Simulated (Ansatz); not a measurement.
formaldehyde cation (CH2O), SMILES O=C (connectivity only; charge and spin as stated), charge +1, multiplicity 2.

Geometry optimised at B3LYP-D3(BJ)/def2-TZVPD. The multiplicity is an assumed one; other spin states were not compared.

Two levels are set side by side: PBE/def2-TZVPD (Ansatz, a quantum-chemistry and plane-wave program) and PBE0/def2-TZVPD (Ansatz). Energy differences of separate SCF runs at the same geometry; the states with an electron removed or added have multiplicity 1 and 1. Differences are taken from unrounded values.

```tsv
quantity	PBE0	PBE	PBE minus PBE0
vertical ionisation energy (eV)	22.67	22.27	-0.40
vertical electron affinity (eV)	10.73	10.70	-0.03
```

Here PBE gives about what the other level gives.
